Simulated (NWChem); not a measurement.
System: allene (C$_{3}$H$_{4}$); SMILES C=C=C

Results from NWChem. All runs use the structure optimised with PBE0/def2-SVP. Level: PBE0/def2-SVP with SMD (1 M gas to 1 M solution), gas-phase geometry.

For solvent n-hexane:

- solvation free energy (kcal/mol) = -2.0
- cavity-dispersion-structure term (kcal/mol) = -0.8

**Question.** What are these values for solvent water?

**Answer.** The solvation free energy (kcal/mol) is 1.0 and the cavity-dispersion-structure term (kcal/mol) comes out as 3.7.
